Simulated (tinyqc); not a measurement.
Worked calculation: extended Hueckel theory, for BH. One step of it, computed by the program tinyqc.

Problem. Mulliken analysis. P = C n C^T; charge = valence electrons (H 1, B 3) minus the sum of (P S)_ii on the atom; overlap population = 2 sum P_ij S_ij between two atoms.

coefficients:
```
              MO1        MO2       MO3        MO4        MO5
1B 2s    0.679438   0.606737  0.000000   0.000000  -0.786648
1B 2px   0.000000   0.000000  0.986133  -0.165955   0.000000
1B 2py   0.000000   0.000000  0.165955   0.986133   0.000000
1B 2pz  -0.007106  -0.593251  0.000000   0.000000  -1.092207
2H 1s    0.481295  -0.507198  0.000000   0.000000   1.226621
```

occupations: 2.000000  2.000000  0.000000  0.000000  0.000000

overlap S, lower triangle:
```
           1B 2s    1B 2px    1B 2py    1B 2pz     2H 1s
1B 2s   1.000000
1B 2px  0.000000  1.000000
1B 2py  0.000000  0.000000  1.000000
1B 2pz  0.000000  0.000000  0.000000  1.000000
2H 1s   0.474365  0.000000  0.000000  0.522825  1.000000
```

Give: charges; Overlap populations.

Solution.

charges: 1B 0.3071, 2H -0.3071

Overlap populations:
```
pair     value
2-1   0.658683
```
